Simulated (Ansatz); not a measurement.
# Al2N: the cost of one run

Program: Ansatz 0.2.0. Level of theory: the levels named in each step. These are calculated values, not measurements.

### Step 1. The starting structure

Bond lengths: Al1–N2 1.730 Å, N2–Al3 1.730 Å. Angles: Al1–N2–Al3 180.0°.

Coordinates:

```xyz
3

Al    0.0000    0.0000   -1.7300
N     0.0000    0.0000    0.0000
Al    0.0000    0.0000    1.7300
```

### Step 2. A rough first relaxation, PBE-D4/def2-SVP

This run stands in another session on the same molecule. It ended at:

```xyz
3

Al    0.0000    0.0000   -1.7402
N     0.0000    0.0000    0.0000
Al    0.0000    0.0000    1.7402
```

### Step 3. Relaxation, PBE0-D4/def2-TZVPP

This run stands in another session on the same molecule. It ended at:

```xyz
3

Al    0.0000    0.0000   -1.7134
N     0.0000    0.0000    0.0000
Al    0.0000    0.0000    1.7134
```

### Step 4. Frequencies, PBE0-D4/def2-TZVPP

Input file input.yaml:

```yaml
crystal:
  periodic: [false, false, false]
  atoms:
    - { symbol: Al, position_ang: [0.0, 0.0, -1.71338338] }
    - { symbol: "N", position_ang: [0.0, 0.0, 3.17e-06] }
    - { symbol: Al, position_ang: [0.0, 0.0, 1.71339021] }
magnetization:
  spin_polarized: true
  initial_magnetization: 1
basis:
  gaussian: { orbitals: def2-TZVPP }
hamiltonian:
  xc: pbe0
  dispersion: d4
phonons: {}
```

Run with:

```sh
$ ansatz run input.yaml --threads 2 --pin off --max-ram 5120MiB --backend cpu --events-out ev --progress --plain --runs-dir out
```

**Question.** How long does this run take on 2 threads of Intel Xeon at 2.50GHz (Skylake/Cascade Lake), shared host, and how much memory does it need?

About 60 s, with a peak of 0.23 GiB.
